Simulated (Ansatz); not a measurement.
# C₅H₅ radical: small, medium and large basis sets

The task here is to estimate one member of a computed series from the others.

Program: Ansatz 0.2.0, Gaussian basis. Level of theory: one geometry, several basis sets. These are calculated values, not measurements.

The runs, in order: PBE0-D4/def2-SVP; ωB97M-V/def2-SVP; PBE0-D4/def2-QZVPP; ωB97M-V/def2-QZVPP; CCSD(T)/cc-pV(D+d)Z; CCSD(T)/cc-pV(T+d)Z; MP2/cc-pV(Q+d)Z; the functionals' def2-TZVPP values are taken from earlier runs.

**The geometry**

All runs share one geometry, relaxed beforehand with PBE0-D4 in a triple-zeta def2 set.

10 atoms, charge 0, spin multiplicity 2.

Atoms are counted from 1 here; the program's logs count them from 0.

Bond lengths: C1–C2 1.434 Å, C1–C5 1.423 Å, C1–H6 1.083 Å, C2–C3 1.360 Å, C2–H7 1.080 Å, C3–C4 1.473 Å, C3–H8 1.081 Å, C4–C5 1.366 Å, C4–H9 1.081 Å, C5–H10 1.079 Å. Angles: C2–C1–C5 109.1°, C2–C1–H6 125.4°, C5–C1–H6 125.5°, C1–C2–C3 107.2°, C1–C2–H7 125.6°, C3–C2–H7 127.1°, C2–C3–C4 108.2°, C2–C3–H8 127.0°, C4–C3–H8 124.9°, C3–C4–C5 108.4°, C3–C4–H9 124.8°, C5–C4–H9 126.8°, C1–C5–C4 107.1°, C1–C5–H10 125.9°, C4–C5–H10 127.0°.

Set-up of the first run:

in.yaml reads:

```yaml
crystal:
  periodic: [false, false, false]
  atoms:
    - {symbol: C, position_ang: [0.191753, 0.465834, -1.067232]}
    - {symbol: C, position_ang: [0.228203, -0.931470, -0.746247]}
    - {symbol: C, position_ang: [-0.045011, -1.046600, 0.580990]}
    - {symbol: C, position_ang: [-0.261653, 0.304775, 1.124634]}
    - {symbol: C, position_ang: [-0.113522, 1.206508, 0.109233]}
    - {symbol: H, position_ang: [0.368481, 0.887958, -2.048354]}
    - {symbol: H, position_ang: [0.435601, -1.731402, -1.440888]}
    - {symbol: H, position_ang: [-0.098829, -1.960226, 1.156609]}
    - {symbol: H, position_ang: [-0.497326, 0.524819, 2.156936]}
    - {symbol: H, position_ang: [-0.207688, 2.279795, 0.174308]}
basis:
  gaussian: {orbitals: def2-SVP}
magnetization: {spin_polarized: true, initial_magnetization: 1}
hamiltonian: {xc: pbe0, dispersion: d4}
output: {orbitals: {seedname: orbitals}}
```

The run is started by

```console
> ansatz run in.yaml --threads 2 --pin off --events-out ev --progress --plain --max-ram 22528MiB --backend cpu
```

Among the steps run: PBE0-D4 in def2-SVP; ωB97M-V in def2-SVP; PBE0-D4 in def2-QZVPP; ωB97M-V in def2-QZVPP.

One of the session's tables, all rows but one given; the rest of the session is left out.

It belongs to the step «Functionals by basis». 

| functional | basis | HOMO (eV) | LUMO (eV) |
| --- | --- | --- | --- |
| PBE0-D4 | def2-SVP | -6.25 | -3.30 |
| PBE0-D4 | def2-TZVPP | -6.27 | -3.36 |
| PBE0-D4 | def2-QZVPP | -6.29 | -3.39 |
| ωB97M-V | def2-SVP | -8.43 | -1.25 |
| ωB97M-V | def2-TZVPP | -8.45 | -1.37 |
| ωB97M-V | def2-QZVPP | ? | ? |

Q: Estimate the row for ωB97M-V, def2-QZVPP from the others.

The run gave: HOMO (eV): -8.46; LUMO (eV): -1.42. In the column «HOMO (eV)» it is the lowest.
